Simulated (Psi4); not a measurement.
# CH3BN− (SMILES [BH3-]C#N): MP2-F12/aug-cc-pVDZ (density fitting, density fitting for correlation)

Aim: the energy difference between two shapes of CH3BN− at MP2-F12/aug-cc-pVDZ (density fitting, density fitting for correlation), from 2 runs. 

Program for the calculation: Psi4 1.11.

1 further run of the same task is left out (set aside as unsound or not needed).

**1. The system as given**

CH3BN− has 6 atoms, charge -1, and is taken as a singlet. As SMILES, `[BH3-]C#N`. The coordinates come from a GFN2-xTB relaxation.

Bond lengths: B1–C2 1.555 Å, C2–N3 1.159 Å, B1–H4 1.224 Å, B1–H5 1.224 Å, B1–H6 1.225 Å. Angles: B1–C2–N3 180.0°, C2–B1–H4 108.7°, C2–B1–H5 108.7°, C2–B1–H6 108.6°, H4–B1–H5 110.3°, H4–B1–H6 110.3°, H5–B1–H6 110.3°.

**2. The energy at MP2-F12/aug-cc-pVDZ (density fitting, density fitting for correlation)**

Contents of ch3bn.dat:

```
memory 1.6 GB

molecule {
  -1 1
  B     -0.274220     0.361640    -0.245060
  C      0.552190    -0.729680     0.493070
  N      1.168130    -1.542260     1.043470
  H     -1.344600    -0.122440    -0.588070
  H      0.356920     0.734400    -1.225380
  H     -0.458410     1.298330     0.521960
  symmetry c1
}

set reference rhf
set scf_type df
set freeze_core true

e, wfn = energy("mp2-f12/aug-cc-pVDZ", return_wfn=True)
```

The run is started by

```
$ psi4 -n 1 ch3bn.dat ch3bn.out
```

ch3bn.out (excerpt; [...] marks lines left out):

```text
[...]
  Running in c1 symmetry.
[...]
  Nuclear repulsion =   51.043412472214783
[...]
  Multiplicity = 1
[...]
  Nalpha       = 11
  Nbeta        = 11
[...]
    Number of basis functions: 96
[...]
   @DF-RHF iter   1:  -118.67697164543397   -1.19629e+00   4.15745e-03 DIIS/ADIIS
[...]
   @DF-RHF iter  10:  -118.79126116977255   -3.78719e-11   9.33923e-09 DIIS
[...]
    Orbital Energies [Eh]
    ---------------------
    Doubly Occupied:
       1A    -15.362272     2A    -11.055788     3A     -7.349314
       4A     -1.006902     5A     -0.585000     6A     -0.385733
       7A     -0.310441     8A     -0.298639     9A     -0.298583
      10A     -0.216688    11A     -0.216567
[...]
  @DF-RHF Final Energy:  -118.79126116977255
   => Energetics <=
    Nuclear Repulsion Energy =             51.0434124722147828
    One-Electron Energy =                -265.4974905952315680
    Two-Electron Energy =                  95.6628169532442314
    Total Energy =                       -118.7912611697725538
[...]
 Multipole Moments:
 ------------------------------------------------------------------------------------
     Multipole            Electronic (a.u.)      Nuclear  (a.u.)        Total (a.u.)
 ------------------------------------------------------------------------------------
 L = 1.  Multiply by 2.5417464519 to convert [e a0] to [Debye]
 Dipole X            :          2.2247784           -1.9554470            0.2693314
 Dipole Y            :         -2.9405764            2.5836195           -0.3569568
 Dipole Z            :          1.9864016           -1.7462609            0.2401407
 Magnitude           :                                                    0.5075678
[...]
```

Run time: 24 s. Hardware: 1 thread of Intel Xeon Platinum 8375C at 2.90GHz (Ice Lake), shared host; peak memory 1.6 GiB.

**3. The distorted shape at the same level**

Contents of ch3bn.xyz:

```xyz
6
CH3BN
B     -0.261661     0.355740    -0.212176
C      0.549229    -0.712115     0.500137
N      1.155679    -1.584972     1.017400
H     -1.342162    -0.092578    -0.621340
H      0.359231     0.733266    -1.206897
H     -0.418974     1.305473     0.508494
```

Contents of run.py:

```python
import numpy as np
from ase.calculators.psi4 import Psi4
from ase.io import read

atoms = read('ch3bn.xyz')
calc = Psi4(atoms=atoms, method='mp2-f12', basis='aug-cc-pVDZ', memory='1600MB', num_threads=1, charge=-1, multiplicity=1, label='psi4-calc', reference='rhf')
calc.psi4.set_options({'scf_type': 'df', 'freeze_core': True})
atoms.calc = calc

print(f'energy: {atoms.get_potential_energy():.6f} eV')
```

The run is started by

```
$ python run.py
```

psi4-calc.dat (excerpt; [...] marks lines left out):

```text
[...]
  Running in c1 symmetry.
[...]
  Nuclear repulsion =   50.964192995162726
[...]
  Multiplicity = 1
[...]
  Nalpha       = 11
  Nbeta        = 11
[...]
    Number of basis functions: 96
[...]
   @DF-RHF iter   1:  -118.66876901706964   -1.19814e+00   4.14903e-03 DIIS/ADIIS
[...]
   @DF-RHF iter  12:  -118.78525222641096   -1.16813e-11   4.26965e-09 DIIS
[...]
    Orbital Energies [Eh]
    ---------------------
    Doubly Occupied:
       1A    -15.369672     2A    -11.064135     3A     -7.346306
       4A     -0.996772     5A     -0.595651     6A     -0.389404
       7A     -0.316092     8A     -0.299292     9A     -0.294287
      10A     -0.214962    11A     -0.206733
[...]
  @DF-RHF Final Energy:  -118.78525222641096
   => Energetics <=
    Nuclear Repulsion Energy =             50.9641929951627262
    One-Electron Energy =                -265.3122785786327427
    Two-Electron Energy =                  95.5628333570590485
    Total Energy =                       -118.7852522264109609
[...]
 Multipole Moments:
 ------------------------------------------------------------------------------------
     Multipole            Electronic (a.u.)      Nuclear  (a.u.)        Total (a.u.)
 ------------------------------------------------------------------------------------
 L = 1.  Multiply by 2.5417464519 to convert [e a0] to [Debye]
 Dipole X            :          2.1882232           -1.9247101            0.2635131
 Dipole Y            :         -2.9672033            2.6422873           -0.3249159
 Dipole Z            :          2.0874896           -1.8065022            0.2809874
 Magnitude           :                                                    0.5039479
[...]
```

The script printed:

```text
energy: -3247.285422 eV
```

Run time: 24 s. Hardware: 1 thread of Intel Xeon Platinum 8375C at 2.90GHz (Ice Lake), shared host; peak memory 1.6 GiB.

**4. Summary of results**

At MP2-F12/aug-cc-pVDZ (density fitting, density fitting for correlation), 3 core orbitals frozen:

| quantity | value |
| --- | --- |
| first shape: total energy | -119.33739 Eh |
| first shape: HOMO energy (Hartree–Fock orbitals) | -5.89 eV |
| first shape: LUMO energy (Hartree–Fock orbitals) | 4.06 eV |
| first shape: HOMO–LUMO gap (to an unbound level, set by the basis) | 9.95 eV |
| first shape: correlation energy (3 core orbitals frozen) | -528.9 mEh |
| distorted shape: total energy | -119.33554 Eh |
| distorted shape: HOMO energy (Hartree–Fock orbitals) | -5.63 eV |
| distorted shape: LUMO energy (Hartree–Fock orbitals) | 4.06 eV |
| distorted shape: HOMO–LUMO gap (to an unbound level, set by the basis) | 9.68 eV |
| distorted shape: correlation energy (3 core orbitals frozen) | -533.8 mEh |
| energy change with the atoms displaced | 0.050 eV |

With the atoms displaced the energy rises by 0.05 eV (4.9 kJ/mol). The first shape isn't relaxed at this level, so the change isn't measured from a minimum.
